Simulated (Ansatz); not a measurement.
Rock-salt BaS was calculated with PBE+SOC in Ansatz (plane waves, PAW).

Settings: plane-wave cutoff 520 eV, 10×10×10 k mesh, Fermi–Dirac smearing 0.01 eV, PAW data made under PBE.

Energies at three volumes about the minimum:

```
V (Å³/atom)  E − E_lowest (meV/atom)
-----------  -----------------------
32.534                          1.80
33.198                          0.00
33.862                          1.67
```

Problem. Fit a parabola by hand: where is the minimum, what lattice constant follows, and what is the bulk modulus?

Solution. Slopes: (0.00 − 1.80)/(33.198 − 32.534) = -2.711 and (1.67 − 0.00)/(33.862 − 33.198) = 2.515 meV/Å³. Curvature E″ = 2 × (2.515 − (-2.711))/(33.862 − 32.534) = 7.870 meV/Å⁶. From the middle of the first interval, the slope vanishes at V0 = 32.8660 − (-2.711)/7.870 = 33.210 Å³/atom. B = V0 E″ = 33.210 × 7.870 meV/Å³ × 0.1602 GPa per meV/Å³ = 41.9 GPa. With 8 atoms in the cube, a = (8 × 33.210)^(1/3) = 6.429 Å. The full Birch–Murnaghan fit to all volumes gives V0 = 33.199 Å³/atom and B0 = 41.8 GPa.

Measured, for comparison: lattice constant a 6.389 Å (room temperature, not corrected to a static lattice; as tabulated in Lucero et al. (2012), arXiv:1111.4515).

Ansatz is a quantum-chemistry and plane-wave program.
